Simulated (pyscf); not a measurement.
## Hydrogen abstraction: H₂N–SiH(Cl)–Cl + amino radical (NH₂•) → H₂N–Si•(Cl)–Cl + ammonia (NH₃)

Gas phase, doublet surface, charge 0. Bonds broken: Si2–H7. Bonds formed: H7–N8. PySCF, gas phase, ωB97X-D3(BJ)/def2-SVP geometries.

Transition state (Å):

```xyz
10

N      1.3573    -1.3059    -0.4250
Si     0.1633    -0.1890     0.0559
Cl     1.1127     1.5857     0.5189
Cl    -1.1201     0.0793    -1.5396
H      1.1472    -2.1044    -1.0128
H      2.2626    -1.3613     0.0275
H     -0.7897    -0.4618     1.2911
N     -1.8972    -0.0245     2.1753
H     -2.5608     0.1883     1.4141
H     -1.4989     0.9029     2.3906
```

One imaginary mode, 1008i cm⁻¹; descent along it reached the two sides named.

```csv
bond,change,reactant side (Å),saddle,product side
Si2–H7,breaks,1.469,1.584,3.1
H7–N8,forms,2.9,1.483,1.019
```

Electronic energies relative to the separated reactants (kJ/mol):

```tsv
level	barrier	reaction energy	reverse barrier
ωB97X-D3(BJ)/def2-TZVP	16.0	-71.0	87.0
PBE/def2-TZVP	-16.0	-98.9	82.9
r²SCAN/def2-TZVP	1.4	-78.9	80.3
B3LYP-D3(BJ)/def2-TZVP	4.1	-77.6	81.6
PBE0-D3(BJ)/def2-TZVP	2.0	-82.3	84.2
M06-2X/def2-TZVP	17.6	-84.7	102.3
ωB97M-D3(BJ)/def2-TZVP	18.2	-70.9	89.0
HF/def2-TZVP	89.7	-17.7	107.4
```

With ωB97M-D3(BJ)/def2-TZVP energies and thermal terms (ideal gas, 1 atm, RRHO with modes under 100 cm⁻¹ raised to 100, one conformer, R ln 2 for chiral ones without a mode under 150 cm⁻¹), in kJ/mol:

| T (K) | ΔH‡ | ΔG‡ | ΔH | ΔG |
|---|---|---|---|---|
| 298 | 18.1 | 56.7 | -55.6 | -57.0 |
| 600 | 19.9 | 95.2 | -56.9 | -57.9 |
| 900 | 22.8 | 132.2 | -58.5 | -58.1 |
| 1200 | 25.7 | 168.2 | -60.1 | -57.7 |

At PBE the saddle lies under the separated reactants, which points to a path from their complex (located at ωB97X-D3(BJ) alone). This is the saddle that the search found; another between the same sides may lie lower. The angle at the transferred H is 150°.
